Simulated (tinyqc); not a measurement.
Worked calculation: G0W0 on RHF in the sto-3g basis, for HF, spin multiplicity 1. Computed by tinyqc, a small Python program that keeps every step (integrals from PySCF). Settings: charge = 0, multiplicity = 1, basis = sto-3g, method = RHF, energy threshold = 1e-10, iteration cap = 65, orthogonalisation = symmetric, start = atomic densities, DIIS depth = 6. Command: `OMP_NUM_THREADS=1 python tinyqc.py 23113 23114 out.jsonl` (the two numbers bound the seeds that draw the settings). One thread of a shared host (Intel(R) Xeon(R) Processor @ 2.60GHz), about 0.1 s of CPU time with the checks. The early iterations of the SCF are left out here.

## One-electron integrals

Geometry (angstrom):

| atom | x | y | z |
|---|---|---|---|
| F | 0.0000 | 0.0000 | 0.0000 |
| H | 0.0000 | 0.0000 | 0.9330 |

Basis sto-3g: exponents (1/bohr^2) and contraction coefficients of normalised primitives:

| element | l (shell) | exponent | coefficient |
|---|---|---|---|
| F | s (1) | 166.6791 | 0.1543 |
| F | s (1) | 30.3608 | 0.5353 |
| F | s (1) | 8.2168 | 0.4446 |
| F | s (2) | 6.4648 | -0.1000 |
| F | s (2) | 1.5023 | 0.3995 |
| F | s (2) | 0.4886 | 0.7001 |
| F | p (3) | 6.4648 | 0.1559 |
| F | p (3) | 1.5023 | 0.6077 |
| F | p (3) | 0.4886 | 0.3920 |
| H | s (1) | 3.4253 | 0.1543 |
| H | s (1) | 0.6239 | 0.5353 |
| H | s (1) | 0.1689 | 0.4446 |

Overlap, kinetic and nuclear-attraction integrals over the contracted functions; the nuclear repulsion is the sum of Za Zb / Rab.

nuclear repulsion = 5.104603 hartree

overlap S:
```
         1F 1s   1F 2s  1F 2px  1F 2py  1F 2pz   2H 1s
1F 1s   1.0000  0.2380  0.0000  0.0000  0.0000  0.0476
1F 2s   0.2380  1.0000  0.0000  0.0000  0.0000  0.4382
1F 2px  0.0000  0.0000  1.0000  0.0000  0.0000  0.0000
1F 2py  0.0000  0.0000  0.0000  1.0000  0.0000  0.0000
1F 2pz  0.0000  0.0000  0.0000  0.0000  1.0000  0.3437
2H 1s   0.0476  0.4382  0.0000  0.0000  0.3437  1.0000
```

kinetic energy T (hartree):
```
          1F 1s    1F 2s  1F 2px  1F 2py  1F 2pz    2H 1s
1F 1s   36.9846  -0.2129  0.0000  0.0000  0.0000  -0.0009
1F 2s   -0.2129   1.0380  0.0000  0.0000  0.0000   0.1202
1F 2px   0.0000   0.0000  3.2480  0.0000  0.0000   0.0000
1F 2py   0.0000   0.0000  0.0000  3.2480  0.0000   0.0000
1F 2pz   0.0000   0.0000  0.0000  0.0000  3.2480   0.2620
2H 1s   -0.0009   0.1202  0.0000  0.0000  0.2620   0.7600
```

nuclear attraction V (hartree):
```
           1F 1s     1F 2s    1F 2px    1F 2py    1F 2pz    2H 1s
1F 1s   -77.5768   -9.3118    0.0000    0.0000   -0.0145  -1.9202
1F 2s    -9.3118  -12.1045    0.0000    0.0000   -0.1747  -4.1000
1F 2px    0.0000    0.0000  -11.9741    0.0000    0.0000   0.0000
1F 2py    0.0000    0.0000    0.0000  -11.9741    0.0000   0.0000
1F 2pz   -0.0145   -0.1747    0.0000    0.0000  -12.0865  -2.8541
2H 1s    -1.9202   -4.1000    0.0000    0.0000   -2.8541  -6.1271
```

core Hamiltonian H = T + V (hartree):
```
           1F 1s     1F 2s   1F 2px   1F 2py   1F 2pz    2H 1s
1F 1s   -40.5922   -9.5246   0.0000   0.0000  -0.0145  -1.9212
1F 2s    -9.5246  -11.0665   0.0000   0.0000  -0.1747  -3.9798
1F 2px    0.0000    0.0000  -8.7261   0.0000   0.0000   0.0000
1F 2py    0.0000    0.0000   0.0000  -8.7261   0.0000   0.0000
1F 2pz   -0.0145   -0.1747   0.0000   0.0000  -8.8385  -2.5921
2H 1s    -1.9212   -3.9798   0.0000   0.0000  -2.5921  -5.3671
```

## Two-electron integrals

Functions are numbered as in S; the eight-fold symmetry (ij|kl) = (ji|kl) = (kl|ij) leaves the list below.

Two-electron integrals (ij|kl) in chemists' order, unique and non-zero (hartree):
```
(11|11) 5.4035   (21|11) 0.8419   (21|21) 0.1563   (22|11) 1.2680
(22|21) 0.2923   (22|22) 0.9262   (31|31) 0.0280   (32|31) 0.0432
(32|32) 0.2046   (33|11) 1.2645   (33|21) 0.2924   (33|22) 0.9260
(33|33) 0.9975   (41|41) 0.0280   (42|41) 0.0432   (42|42) 0.2046
(43|43) 0.0538   (44|11) 1.2645   (44|21) 0.2924   (44|22) 0.9260
(44|33) 0.8900   (44|44) 0.9975   (51|51) 0.0280   (52|51) 0.0432
(52|52) 0.2046   (53|53) 0.0538   (54|54) 0.0538   (55|11) 1.2645
(55|21) 0.2924   (55|22) 0.9260   (55|33) 0.8900   (55|44) 0.8900
(55|55) 0.9975   (61|11) 0.1713   (61|21) 0.0315   (61|22) 0.0585
(61|33) 0.0584   (61|44) 0.0584   (61|51) 0.0013   (61|52) 0.0024
(61|55) 0.0587   (61|61) 0.0064   (62|11) 0.4116   (62|21) 0.0961
(62|22) 0.3370   (62|33) 0.3323   (62|44) 0.3323   (62|51) 0.0065
(62|52) 0.0497   (62|55) 0.3463   (62|61) 0.0196   (62|62) 0.1479
(63|31) 0.0103   (63|32) 0.0602   (63|53) 0.0106   (63|63) 0.0225
(64|41) 0.0103   (64|42) 0.0602   (64|54) 0.0106   (64|64) 0.0225
(65|11) 0.2703   (65|21) 0.0639   (65|22) 0.2402   (65|33) 0.2298
(65|44) 0.2298   (65|51) 0.0141   (65|52) 0.0940   (65|55) 0.2608
(65|61) 0.0136   (65|62) 0.1292   (65|65) 0.1346   (66|11) 0.5438
(66|21) 0.1290   (66|22) 0.5202   (66|33) 0.5019   (66|44) 0.5019
(66|51) 0.0116   (66|52) 0.1227   (66|55) 0.5561   (66|61) 0.0266
(66|62) 0.2851   (66|65) 0.2892   (66|66) 0.7746
```

## Orthogonalisation

S = U s U^T; symmetric (Loewdin) form X = U s^(-1/2) U^T, so that X^T S X = 1.

eigenvalues of S: 0.4241  0.8457  1.0000  1.0000  1.1242  1.6060

X:
```
          1F 1s    1F 2s  1F 2px  1F 2py   1F 2pz    2H 1s
1F 1s    1.0233  -0.1330  0.0000  0.0000  -0.0073   0.0223
1F 2s   -0.1330   1.1206  0.0000  0.0000   0.0756  -0.2814
1F 2px   0.0000   0.0000  1.0000  0.0000   0.0000   0.0000
1F 2py   0.0000   0.0000  0.0000  1.0000   0.0000   0.0000
1F 2pz  -0.0073   0.0756  0.0000  0.0000   1.0580  -0.2167
2H 1s    0.0223  -0.2814  0.0000  0.0000  -0.2167   1.1533
```

## Iteration 7 (converged): orbitals

converged F (hartree):
```
           1F 1s    1F 2s   1F 2px   1F 2py   1F 2pz    2H 1s
1F 1s   -25.8917  -6.6229   0.0000   0.0000  -0.0239  -1.3462
1F 2s    -6.6229  -3.0449   0.0000   0.0000  -0.0952  -1.1214
1F 2px    0.0000   0.0000  -0.4637   0.0000   0.0000   0.0000
1F 2py    0.0000   0.0000   0.0000  -0.4637   0.0000   0.0000
1F 2pz   -0.0239  -0.0952   0.0000   0.0000  -0.3539  -0.5739
2H 1s    -1.3462  -1.1214   0.0000   0.0000  -0.5739  -0.5797
```

Diagonalise F' = X^T F X, C = X C', fill 5 alpha and 5 beta electrons from the bottom; D = 2 C_occ C_occ^T. Each column has its largest component positive (the first on a tie).

F' = X^T F X (hartree):
```
          1        2        3        4        5        6
1  -25.4167  -3.4119   0.0000   0.0000  -0.0512  -0.1935
2   -3.4119  -1.7405   0.0000   0.0000   0.0990  -0.5662
3    0.0000   0.0000  -0.4637   0.0000   0.0000   0.0000
4    0.0000   0.0000   0.0000  -0.4637   0.0000   0.0000
5   -0.0512   0.0990   0.0000   0.0000  -0.1540  -0.5759
6   -0.1935  -0.5662   0.0000   0.0000  -0.5759  -0.0245
```

orbital energies (hartree): MO1 -25.9015, MO2 -1.4663, MO3 -0.5804, MO4 -0.4637, MO5 -0.4637, MO6 0.6125

coefficients C:
```
            MO1      MO2      MO3     MO4      MO5      MO6
1F 1s    0.9947  -0.2498   0.0807  0.0000   0.0000   0.0831
1F 2s    0.0225   0.9407  -0.4247  0.0000   0.0000  -0.5408
1F 2px   0.0000   0.0000   0.0000  0.2064   0.9785   0.0000
1F 2py   0.0000   0.0000   0.0000  0.9785  -0.2064   0.0000
1F 2pz   0.0028   0.0849   0.7004  0.0000   0.0000  -0.8212
2H 1s   -0.0056   0.1551   0.5267  0.0000   0.0000   1.0749
```

D after iteration 7:
```
          1F 1s    1F 2s  1F 2px  1F 2py   1F 2pz    2H 1s
1F 1s    2.1168  -0.4939  0.0000  0.0000   0.0763  -0.0036
1F 2s   -0.4939   2.1317  0.0000  0.0000  -0.4351  -0.1558
1F 2px   0.0000   0.0000  2.0000  0.0000   0.0000   0.0000
1F 2py   0.0000   0.0000  0.0000  2.0000   0.0000   0.0000
1F 2pz   0.0763  -0.4351  0.0000  0.0000   0.9954   0.7640
2H 1s   -0.0036  -0.1558  0.0000  0.0000   0.7640   0.6029
```

Within a degenerate level the vectors are fixed only up to a rotation; this is one choice.

## Convergence

Stop when the energy changes by less than 1e-10 hartree and every element of the error matrix X^T (F D S - S D F) X is below 3e-06.

Course of the cycle:

| iteration | E (hartree) | change | largest element of the error matrix |
|---|---|---|---|
| 1 | -99.438404 | - | 1.35e+00 |
| 2 | -98.540500 | 8.98e-01 | 2.38e-01 |
| 3 | -98.571437 | -3.09e-02 | 2.96e-02 |
| 4 | -98.572156 | -7.20e-04 | 3.63e-03 |
| 5 | -98.572164 | -7.98e-06 | 8.32e-05 |
| 6 | -98.572164 | -3.39e-09 | 1.80e-06 |
| 7 | -98.572164 | -1.59e-12 | 1.23e-08 |

PySCF RHF in the same basis = -98.572164 hartree

Converged in 7 iterations.

## Integrals over molecular orbitals

(pq|rs) = sum C_ip C_jq C_kr C_ls (ij|kl), one index at a time.

one-electron integrals over orbitals h = C^T H C (hartree):
```
          1        2        3        4        5        6
1  -40.5739   0.7027  -0.2173   0.0000   0.0000  -0.2268
2    0.7027  -9.1507   0.5579   0.0000   0.0000   1.1970
3   -0.2173   0.5579  -7.6244   0.0000   0.0000   1.8576
4    0.0000   0.0000   0.0000  -8.7261   0.0000   0.0000
5    0.0000   0.0000   0.0000   0.0000  -8.7261   0.0000
6   -0.2268   1.1970   1.8576   0.0000   0.0000  -6.1155
```

Two-electron integrals over orbitals (pq|rs), unique and non-zero (hartree):
```
(11|11) 5.3624     (21|11) -0.5040    (21|21) 0.0750     (22|11) 1.1991
(22|21) -0.0196    (22|22) 0.8570     (31|11) 0.1625     (31|21) -0.0221
(31|22) 0.0135     (31|31) 0.0234     (32|11) -0.1445    (32|21) 0.0088
(32|22) -0.0178    (32|31) 0.0210     (32|32) 0.1574     (33|11) 1.0067
(33|21) -0.0112    (33|22) 0.7555     (33|31) -0.0056    (33|32) -0.0502
(33|33) 0.7701     (41|41) 0.0296     (42|41) 0.0390     (42|42) 0.1805
(43|41) -0.0116    (43|42) -0.0432    (43|43) 0.0485     (44|11) 1.2640
(44|21) -0.0144    (44|22) 0.8779     (44|31) 0.0047     (44|32) -0.0773
(44|33) 0.7568     (44|44) 0.9975     (51|51) 0.0296     (52|51) 0.0390
(52|52) 0.1805     (53|51) -0.0116    (53|52) -0.0432    (53|53) 0.0485
(54|54) 0.0538     (55|11) 1.2640     (55|21) -0.0144    (55|22) 0.8779
(55|31) 0.0047     (55|32) -0.0773    (55|33) 0.7568     (55|44) 0.8900
(55|55) 0.9975     (61|11) 0.1687     (61|21) -0.0274    (61|22) 8.11e-05
(61|31) -0.0083    (61|32) -0.0251    (61|33) 0.0127     (61|44) 0.0046
(61|55) 0.0046     (61|61) 0.0260     (62|11) -0.2469    (62|21) 0.0054
(62|22) -0.1300    (62|31) -0.0203    (62|32) -0.0449    (62|33) -0.0389
(62|44) -0.1285    (62|55) -0.1285    (62|61) 0.0156     (62|62) 0.0974
(63|11) -0.3543    (63|21) 0.0062     (63|22) -0.1635    (63|31) 0.0023
(63|32) 0.0943     (63|33) -0.1248    (63|44) -0.1947    (63|55) -0.1947
(63|61) -0.0065    (63|62) 0.0573     (63|63) 0.1748     (64|41) -0.0108
(64|42) -0.0427    (64|43) -0.0143    (64|64) 0.0316     (65|51) -0.0108
(65|52) -0.0427    (65|53) -0.0143    (65|65) 0.0316     (66|11) 0.8881
(66|21) -0.0089    (66|22) 0.6834     (66|31) 0.0161     (66|32) 0.0715
(66|33) 0.6694     (66|44) 0.6519     (66|55) 0.6519     (66|61) -0.0098
(66|62) -0.0672    (66|63) -0.0141    (66|66) 0.7144
```

## Screening: direct RPA

With D = e_a - e_i and K = (ia|jb): diagonalise D^(1/2) (D + 4K) D^(1/2) = Z w^2 Z^T; X + Y = D^(1/2) Z w^(-1/2), each column of Z with its largest component positive (the first on a tie); E_c = (sum w - tr (D + 2K)) / 2.

D^(1/2) (D + 4K) D^(1/2) (hartree^2):
```
          1>6     2>6      3>6     4>6     5>6
1>6  705.7496  0.4620  -0.1452  0.0000  0.0000
2>6    0.4620  5.1310   0.3609  0.0000  0.0000
3>6   -0.1452  0.3609   2.2569  0.0000  0.0000
4>6    0.0000  0.0000   0.0000  1.2942  0.0000
5>6    0.0000  0.0000   0.0000  0.0000  1.2942
```

excitation energies w (hartree): 1.1376  1.1376  1.4874  2.2749  26.5660

X + Y:
```
           1       2        3        4       5
1>6   0.0000  0.0000   0.0012  -0.0021  0.9990
2>6   0.0000  0.0000  -0.1451   0.9487  0.0002
3>6   0.0000  0.0000   0.8888   0.0889  0.0000
4>6  -0.0759  0.9696   0.0000   0.0000  0.0000
5>6   0.9696  0.0759   0.0000   0.0000  0.0000
```

RPA correlation energy = -0.028610 hartree

Within a degenerate level the vectors are fixed only up to a rotation; this is one choice.

## G0W0 on Hartree-Fock: HOMO

W(p,q,m) = sqrt2 sum_ia (pq|ia) (X+Y)_ia,m; Sigma_c(x) = sum_(i,m) W^2/(x - e_i + w_m) + sum_(a,m) W^2/(x - e_a - w_m); solve x = e_p + Sigma_c(x) by Newton steps; Z = 1/(1 - dSigma/dx); 1 hartree = 27.211386 eV.

The 12 largest terms at x = e_p (hartree; W for the signs of X + Y given):

| q | m | W | term |
|---|---|---|---|
| 5 | 3 | -0.2184 | 0.0321 |
| 5 | 4 | -0.1969 | 0.0170 |
| 2 | 1 | -0.0585 | 0.0016 |
| 6 | 1 | 0.0434 | -0.0008 |
| 3 | 1 | -0.0196 | 3.05e-04 |
| 2 | 2 | -0.0046 | 9.81e-06 |
| 1 | 1 | -0.0148 | 8.30e-06 |
| 6 | 2 | 0.0034 | -5.20e-06 |
| 3 | 2 | -0.0015 | 1.87e-06 |
| 5 | 5 | 0.0065 | 1.59e-06 |
| 1 | 2 | -0.0012 | 5.08e-08 |

Newton steps (hartree):

| step | x | Sigma_c(x) | Z |
|---|---|---|---|
| 0 | -0.4637 | 0.0502 | 0.9705 |
| 1 | -0.4150 | 0.0487 | 0.9721 |
| 2 | -0.4150 | 0.0487 | 0.9721 |

quasiparticle energy of the HOMO = -11.2914 eV

Hartree-Fock value = -12.6173 eV

## G0W0 on Hartree-Fock: LUMO

As before.

The 12 largest terms at x = e_p (hartree; W for the signs of X + Y given):

| q | m | W | term |
|---|---|---|---|
| 3 | 3 | 0.2079 | 0.0161 |
| 2 | 4 | 0.1378 | 0.0044 |
| 6 | 4 | -0.0919 | -0.0037 |
| 3 | 4 | 0.0989 | 0.0028 |
| 4 | 2 | 0.0434 | 0.0008 |
| 5 | 1 | 0.0434 | 0.0008 |
| 2 | 3 | 0.0521 | 0.0008 |
| 1 | 5 | 0.0368 | 2.55e-05 |
| 2 | 5 | 0.0220 | 1.69e-05 |
| 1 | 4 | 0.0200 | 1.39e-05 |
| 6 | 3 | -0.0040 | -1.06e-05 |
| 6 | 5 | -0.0138 | -7.18e-06 |

Newton steps (hartree):

| step | x | Sigma_c(x) | Z |
|---|---|---|---|
| 0 | 0.6125 | 0.0221 | 0.9897 |
| 1 | 0.6344 | 0.0219 | 0.9898 |
| 2 | 0.6344 | 0.0219 | 0.9898 |

quasiparticle energy of the LUMO = 17.2617 eV

Hartree-Fock value = 16.6663 eV
